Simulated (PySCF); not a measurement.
Oxazole, C₃H₃NO, SMILES c1cocn1, point group Cs.

Force field and properties: B3LYP/pcSseg-1 (PySCF, grid level 2). Vibrational terms come from second-order perturbation theory with semi-diagonal cubic constants, by steps of ±0.6 along the normal coordinates of each isotopologue. The parent has the commonest isotopes.

Equilibrium geometry (Å):

| atom | x | y | z |
| --- | --- | --- | --- |
| C1 | -0.7369 | 0.7154 | -0.0036 |
| C2 | -0.7895 | -0.6367 | -0.0133 |
| O3 | 0.4974 | -1.1043 | -0.0227 |
| C4 | 1.2616 | 0.0166 | -0.0181 |
| N5 | 0.5928 | 1.1197 | -0.0069 |
| H6 | -1.5488 | 1.4296 | 0.0054 |
| H7 | -1.5741 | -1.3774 | -0.0150 |
| H8 | 2.3336 | -0.1252 | -0.0242 |

An isotope shift is δ(isotopologue) − δ(parent), that is, the negative of the change in the averaged GIAO shielding; n counts bonds from the nearest label (0: the labelled atom itself). These are computed values; those of heavy atoms are rounded to 5 ppb, about the numerical noise. One-bond deuterium shifts of ¹³C at such levels come out too large, by a quarter to a half.

**Question.** What isotope shifts arise with ²H at 7?

**Answer.** 
| nucleus | n | 0 K (ppb) | 100 K (ppb) |
| --- | --- | --- | --- |
| H7 | 0 | -81 | -80 |
| C2 | 1 | -290 | -290 |
| C1 | 2 | -230 | -230 |
| O3 | 2 | -305 | -305 |
| C4 | 3 | -85 | -85 |
| N5 | 3 | -10 | -15 |
| H6 | 3 | -3 | -3 |
| H8 | 4 | -3 | -3 |

**Question.** What isotope shifts arise with ¹³C at 2?

**Answer.** 
```
nucleus  n  0 K (ppb)  100 K (ppb)
     C2  0        -45          -45
     C1  1        -35          -35
     O3  1       -100         -100
     H7  1         -4           -4
     C4  2        -10          -10
     N5  2          0            0
     H6  2         -2           -2
     H8  3          0            0
```

**Question.** What isotope shifts arise with ¹³C at 1, ²H at 7?

**Answer.** 
| nucleus | n | 0 K (ppb) | 100 K (ppb) |
| --- | --- | --- | --- |
| C1 | 0 | -265 | -265 |
| H7 | 0 | -82 | -82 |
| C2 | 1 | -320 | -320 |
| N5 | 1 | -60 | -65 |
| H6 | 1 | -6 | -6 |
| O3 | 2 | -315 | -315 |
| C4 | 2 | -75 | -80 |
| H8 | 3 | -3 | -3 |
